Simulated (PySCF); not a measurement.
**Silicon: a sound run and one with changed settings**

Sound run: Si [Ne] 3s2 3p2, Si⁺ [Ne] 3s2 3p1. Calculation: PySCF 2.14, in def2-TZVP (5s5p2d1f, 37 functions); the non-relativistic Hamiltonian (point nucleus). In the sound run the correlated levels freeze [Ne]. The sound run starts from symmetry-adapted Hartree-Fock orbitals and uses a fine grid where one is needed.

Changed run: the spin-free X2C one-electron Hamiltonian (Gaussian nucleus). This setting is unsound on purpose.

| species | method | sound run (hartree) | changed run (hartree) | converged |
| --- | --- | --- | --- | --- |
| Si | UHF | -288.85079 | -289.39467 | yes |
| Si | TPSS | -289.38965 | -289.93430 | yes |
| Si | M06-2X | -289.34924 | -289.89418 | yes |
| Si | MP2 | -288.90571 | -289.44958 | yes |
| Si | CCSD(T) | -288.92674 | -289.47057 | yes |
| Si⁺ | UHF | -288.57001 | -289.11413 | yes |
| Si⁺ | TPSS | -289.08788 | -289.63283 | yes |
| Si⁺ | M06-2X | -289.05566 | -289.60090 | yes |
| Si⁺ | MP2 | -288.61035 | -289.15447 | yes |
| Si⁺ | CCSD(T) | -288.62891 | -289.17297 | yes |

Ionisation energy of Si:

```tsv
method	sound run (eV)	changed run (eV)
UHF	7.640	7.634
TPSS	8.212	8.203
M06-2X	7.989	7.981
MP2	8.037	8.030
SCS-MP2	7.953	7.946
CCSD	8.067	8.061
CCSD(T)	8.105	8.098
```

Most of the change in total energy is the relativistic energy itself. On top of that the contraction fixes the core shape for the Hamiltonian it was made with, so the changed run is not a good calculation with the other Hamiltonian either.

For comparison, NIST gives 8.152 eV between the lowest levels.
